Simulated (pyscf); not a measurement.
•H₂C–C(=CH₂)–OH -> •H₂C–C(CH₃)=O, a hydrogen shift (doublet surface; H–O broken, C–H formed). PySCF, gas phase, ωB97X-D3(BJ)/def2-SVP geometries. MP2 and CC: frozen core, UHF for open shells. ΔMP2 is the change of the MP2 total energy from the triple- to the quadruple-zeta basis. Energies in eV from the reactant's lowest minimum found.

Small-basis levels: PySCF, no dispersion term, spherical d functions. AM1 to PM7: differences of heats of formation from MOPAC, which are fitted to 298 K values and so differ in kind from electronic energies by zero-point and thermal terms. GFN2-xTB: tblite. Open shells are spin-unrestricted. 

```json
[
 {"level": "MP2/6-31G*", "barrier": "2.06", "reaction energy": "-0.55"},
 {"level": "PBE/6-31G*", "barrier": "1.74", "reaction energy": "-0.51"},
 {"level": "B3LYP/STO-3G", "barrier": "1.25", "reaction energy": "-0.71"},
 {"level": "B3LYP/6-31G*", "barrier": "1.99", "reaction energy": "-0.52"},
 {"level": "M06-2X/6-31G*", "barrier": "2.04", "reaction energy": "-0.54"},
 {"level": "GFN2-xTB", "barrier": "1.89", "reaction energy": "-0.12"},
 {"level": "PM6", "barrier": "2.14", "reaction energy": "-0.15"},
 {"level": "CCSD(T)/def2-TZVPP + ΔMP2(QZVPP)", "barrier": "2.15", "reaction energy": "-0.24"}
]
```

Against the last row the barrier runs from -0.90 (B3LYP/STO-3G) to -0.02 eV (PM6). CCSD(T)/def2-TZVPP + ΔMP2(QZVPP) has limits of its own. From the product side, H₂C=C=O + CH₃• lies, by one bond made or cut, 0.93 eV under this saddle at ωB97M-D3(BJ)/def2-TZVP. •H₂C–C(=CH₂)–OH lies 0.36 eV over its isomer H₃C–CH₂–C•=O (electronic energy, ωB97M-D3(BJ)/def2-TZVP). This is the saddle that the search found; another between the same sides may lie lower. The CCSD(T) − MP2 part came from Ansatz, without density fitting, on the same reference. A UHF reference is spin-contaminated (<S²> up to 0.95), which harms MP2 most.
